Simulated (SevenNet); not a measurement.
fcc Cu

Level of theory: the machine-learned potential SevenNet-0 (trained on PBE and PBE+U data).

Cell: relaxed at this level.

```yaml
lattice_parameter_a: 3.613 Å
equilibrium_volume_per_atom: 11.79 Å³/atom
vacancy_formation_energy: 0.92 eV
```

Measured, for comparison: lattice constant a 3.595 Å, equilibrium volume per atom 11.62 Å³/atom (low-temperature or extrapolated to 0 K; zero-point anharmonic expansion removed; as tabulated in Csonka et al. (2009), arXiv:0903.4037); vacancy formation energy 1.35 ± 0.07 eV (midpoint of the printed range, monovacancy, our sources range from 1.05 to 1.35; as tabulated in Mehl and Papaconstantopoulos (1996), arXiv:mtrl-th/9602003). Computed (rounded) less measured: lattice constant a +0.5 %, equilibrium volume per atom +1.5 %, vacancy formation energy not scored (sources differ).

A machine-learned potential is trained on density-functional data: it inherits that level's misses and adds fitting errors of its own.
